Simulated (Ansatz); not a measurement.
**Si2Cl+ (quintet): the correlation ladder, cc-pVDZ**

Aim: climb from Hartree-Fock through coupled cluster and multireference methods for Si2Cl+ (quintet) at one geometry and basis, and see what each rung misses.

Program: Ansatz 0.2.0, Gaussian basis. Level of theory: cc-pVDZ, core rule «outside noble gas», up to 15 orbitals frozen. These are calculated values, not measurements.

Plan: UHF; CCSD(T) on ROHF; CCSD(T) on UHF; BCCD(T) on ROHF; CISD; CCSDT(Q) on ROHF; CCSDT(Q) on UHF; CASSCF and MRCISD+Q, 12 electrons in 11 orbitals; CASSCF and NEVPT2, 12 electrons in 11 orbitals.

19 further runs of the same task are left out: 8 that didn't finish, 11 set aside as unsound or not needed.

### Step 1. What is computed

The geometry is a PBE0/def2-TZVP stationary point (not a proven minimum) of the parent state, kept for this charge and spin.

3 atoms, charge 1, spin multiplicity 5.

Atoms are counted from 1 here; the program's logs count them from 0.

Bond lengths: Cl1–Si2 2.077 Å, Si2–Si3 2.325 Å. Angles: Cl1–Si2–Si3 112.0°.

### Step 2. UHF

File in.yaml:

```yaml
crystal:
  periodic: [false, false, false]
  atoms:
    - {symbol: Cl, position_ang: [0.000000, -0.369686, 1.635032]}
    - {symbol: Si, position_ang: [0.000000, 0.849888, -0.046560]}
    - {symbol: Si, position_ang: [0.000000, -0.383225, -2.017380]}
basis:
  gaussian: {orbitals: cc-pVDZ}
total_charge: 1
magnetization: {spin_polarized: true, initial_magnetization: 4}
hamiltonian: {xc: hf}
output: {orbitals: {seedname: orbitals}}
```

On the command line:

```console
$ ansatz run in.yaml --threads 1 --pin off --events-out ev --progress --plain --max-ram 2393MiB
```

The runs that follow: CCSD(T) on ROHF; CCSD(T) on UHF; BCCD(T) on ROHF; CISD; CCSDT(Q) on ROHF; CCSDT(Q) on UHF; CASSCF and MRCISD+Q, 12 electrons in 11 orbitals; CASSCF and NEVPT2, 12 electrons in 11 orbitals.

Q: Predict the results of all the runs planned. Wanted: UCCSDT(Q) below the RHF energy; RMP2 from UCCSDT(Q); UMP2 from UCCSDT(Q); RCCSD from UCCSDT(Q); RCCSD(T) from UCCSDT(Q); UCCSD(T) from UCCSDT(Q); RCCSDT(Q) from UCCSDT(Q); NEVPT2 valence from UCCSDT(Q); MRCISD+Q valence from UCCSDT(Q).

The runs gave:

| quantity | value |
| --- | --- |
| UCCSDT(Q) below the RHF energy | -7.7072 eV |
| RMP2 from UCCSDT(Q) | +127.6 kJ/mol |
| UMP2 from UCCSDT(Q) | +128.0 kJ/mol |
| RCCSD from UCCSDT(Q) | +37.6 kJ/mol |
| RCCSD(T) from UCCSDT(Q) | +8.4 kJ/mol |
| UCCSD(T) from UCCSDT(Q) | +8.4 kJ/mol |
| RCCSDT(Q) from UCCSDT(Q) | +0.5 kJ/mol |
| NEVPT2 valence from UCCSDT(Q) | +118.7 kJ/mol |
| MRCISD+Q valence from UCCSDT(Q) | +9.8 kJ/mol |
| levels within 1 kcal/mol (43 meV) | RCCSDT, UCCSDT, RCCSDT(Q) |
| T1 diagnostic | 0.039 |
| effectively unpaired electrons | 4.03 |

What this shows: RCCSD(T) lands +8.4 kJ/mol from the yardstick (1.1 % of the correlation energy). One determinant dominates. Of the multireference levels listed MRCISD+Q valence comes nearest in total energy (+9.8 kJ/mol), which doesn't show that its space is the better one. These misses are within one basis, not against nature; the frozen cores of restricted and unrestricted runs differ, which can shift their rows.
